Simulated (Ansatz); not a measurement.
Results of PBE in Ansatz (PAW) for 2H WSe2.

Settings: plane-wave cutoff 520 eV, 12×12×4 k mesh (along the axes of the cell as run), perturbation theory, no spin polarisation, scalar-relativistic PAW data made under PBE.

Cell (measured lattice):

```yaml
crystal:
  lattice:
    - [3.28200, 0.00000, 0.00000]
    - [-1.64100, 2.84230, 0.00000]
    - [0.00000, 0.00000, 12.96000]
  atoms:
    - { symbol: W, position: [0.66667, 0.33333, 0.75000] }
    - { symbol: W, position: [0.33333, 0.66667, 0.25000] }
    - { symbol: Se, position: [0.66667, 0.33333, 0.11997] }
    - { symbol: Se, position: [0.33333, 0.66667, 0.61997] }
    - { symbol: Se, position: [0.33333, 0.66667, 0.88003] }
    - { symbol: Se, position: [0.66667, 0.33333, 0.38003] }
```

Problem. Predict the high-frequency dielectric constant (mean over three axes) and static dielectric constant (mean over three axes).

Solution. 
- high-frequency dielectric constant (mean over three axes): 12.7
- static dielectric constant (mean over three axes): 12.9

Note: the cell isn't this level's own, so it is under some stress, which shifts stiffness and frequencies.

Spin–orbit coupling is not included.

Ansatz is an electronic-structure program.
